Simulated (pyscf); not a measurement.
`[CH]#[CH]` + `[CH3][OH]` → `[CH2]=[CH][CH2][OH]`, an addition across a multiple bond or ene-type step (singlet surface; C–H broken, C–C, C–H formed). Single points on ωB97X-D3(BJ)/def2-SVP structures (PySCF, gas phase). MP2 and CC: frozen core, UHF for open shells. ΔMP2 is the change of the MP2 total energy from the triple- to the quadruple-zeta basis. Energies in eV from the separated reactants.

Small-basis levels: PySCF, no dispersion term, spherical d functions. AM1 to PM7: differences of heats of formation from MOPAC. GFN2-xTB: tblite. Cost: rough CPU time at the saddle relative to B3LYP/6-31G*, from one job on a shared machine.

```tsv
level	barrier	reaction energy	cost
HF/3-21G	4.16	-1.65	0.04
MP2/6-31G*	3.66	-1.76	0.08
SVWN5/6-31G*	2.05	-2.62	1.0
BP86/6-31G*	2.57	-2.02	1
B3LYP/3-21G	3.19	-1.90	0.7
B3LYP/LANL2DZ	3.24	-1.84	0.8
M06-2X/6-31G*	3.10	-2.01	3
PBE/def2-SVP	2.41	-2.11	1
GFN2-xTB	2.78	-1.80	under 0.02
AM1	4.02	-1.60	under 0.02
PM3	4.06	-1.38	under 0.02
PM6	3.49	-1.82	under 0.02
CCSD(T)/def2-TZVPP + ΔMP2(QZVPP)	3.15	-1.73	–
```

Against the last row the barrier runs from -1.10 (SVWN5/6-31G*) to +1.01 eV (HF/3-21G). CCSD(T)/def2-TZVPP + ΔMP2(QZVPP) has limits of its own. At the saddle there is also a short C–H contact that neither side keeps. From the product side, •H₂C–CH=CH₂ + OH• lies, by one bond made or cut, 1.21 eV under this saddle at ωB97M-D3(BJ). H₂C=CH–CH₂–OH lies 0.46 eV over its isomer H₂C=C(CH₃)–OH (electronic energy, ωB97M-D3(BJ)). This is the saddle that the search found; another between the same sides may lie lower. The CCSD(T) − MP2 part came from Ansatz, without density fitting, on the same reference.
